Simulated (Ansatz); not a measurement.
# BH− (doublet): from Hartree-Fock to the top rungs, aug-cc-pVTZ

An exercise on one series of results from a longer session: the logs are not shown, and one member is left open.

The runs use Ansatz 0.2.0, Gaussian basis; aug-cc-pVTZ, core rule «outside noble gas», up to 1 orbitals frozen.

Plan: UHF; CCSD(T) on ROHF; CCSD(T) on UHF; BCCD(T) on ROHF; CCSDT(Q) on ROHF; CCSDT(Q) on UHF; CASSCF and MRCISD+Q, 5 electrons in 5 orbitals; CASSCF and NEVPT2, 5 electrons in 5 orbitals.

6 further runs of the same task are left out: 1 that didn't finish, 5 set aside as unsound or not needed.

## The geometry

The geometry is a PBE0/def2-TZVPD stationary point (not a proven minimum).

2 atoms, charge -1, spin multiplicity 2.

Atoms are counted from 1 here; the program's logs count them from 0.

Bond lengths: B1–H2 1.263 Å.

The first run:

Contents of in.yaml:

```yaml
crystal:
  periodic: [false, false, false]
  atoms:
    - {symbol: B, position_ang: [0.000000, 0.000000, 0.000000]}
    - {symbol: H, position_ang: [0.000000, 0.000000, 1.262771]}
basis:
  gaussian: {orbitals: aug-cc-pVTZ}
total_charge: -1
magnetization: {spin_polarized: true, initial_magnetization: 1}
hamiltonian: {xc: hf}
output: {orbitals: {seedname: orbitals}}
```

Launch:

```console
$ ansatz run in.yaml --threads 1 --pin off --events-out ev --progress --plain --max-ram 2816MiB --backend cpu
```

Among the steps run: UHF; CCSD(T) on ROHF; CCSD(T) on UHF; BCCD(T) on ROHF; CCSDT(Q) on ROHF; CCSDT(Q) on UHF; CASSCF and MRCISD+Q, 5 electrons in 5 orbitals; CASSCF and NEVPT2, 5 electrons in 5 orbitals.

One table of the session follows, with a row left open; its other results are not shown here.

It belongs to the step «Misses and costs». 

| method | from UCCSDT(Q) (kcal/mol) |
| --- | --- |
| ROHF | +76.43 |
| UHF | +73.08 |
| RMP2 | +17.14 |
| UMP2 | ? |
| RCCSD | +3.54 |
| UCCSD | +3.78 |
| RCCSD(T) | +0.74 |
| UCCSD(T) | +0.96 |
| BCCD(T) | +0.73 |
| RCCSDT | +0.12 |
| UCCSDT | +0.13 |
| RCCSDT(Q) | +0.01 |
| UCCSDT(Q) | 0 |
| CASSCF valence | +54.90 |
| NEVPT2 valence | +17.66 |
| MRCISD valence | +4.00 |
| MRCISD+Q valence | +0.39 |

Estimate the missing values for UMP2.

As computed: from UCCSDT(Q) (kcal/mol): +20.76. In the column «from UCCSDT(Q) (kcal/mol)» it lies between NEVPT2 valence (+17.66) and CASSCF valence (+54.90).

To keep in mind: Restricted and unrestricted rows rest on different reference determinants; where their highest levels disagree by more than a few hundredths of an eV, they describe different states and don't form one ladder.
